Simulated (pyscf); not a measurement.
A first-order saddle from PySCF, ωB97X-D3(BJ)/def2-SVP:

```xyz
10

P     -1.8428    -1.2322     0.4905
Ge     0.0998     0.8324     0.6853
H     -1.7452    -2.2287    -0.5268
H     -3.0501    -0.6608    -0.0146
H      0.9794    -0.2514     1.2916
H     -1.0479     1.4156     1.5091
H      1.0086     2.0293     0.2860
O     -0.2375     0.4928    -1.2444
H     -0.9943    -0.2201    -0.9541
H     -0.6009     1.2395    -1.7505
```

Surface: singlet, charge 0. Lowest wavenumbers (cm⁻¹): 588i, 100, 205, 264, 325.

Q: Name the species on either side of this saddle.

A: H₂P–GeH₃ + water (H₂O) ⇌ PH₃ + HO–GeH₃, a four-centre exchange read from left to right: Ge–P, H–O broken and H–P, Ge–O formed. At CCSD(T)/def2-TZVPP + ΔMP2(QZVPP) it lies +44.2 kcal/mol from the left side and +42.9 kcal/mol from the right (each side as separated species at their lowest minima found). This is the saddle that the search found; another between the same sides may lie lower. The CCSD(T) − MP2 part came from Ansatz, without density fitting, on the same reference. The frozen core leaves the outer d or s,p core shells of the metals and heavy elements correlated in the MP2 and CC values, and def2-TZVPP describes them poorly, which can shift differences by a few kcal/mol. Elements up to Kr have no core potential and no relativistic terms here.
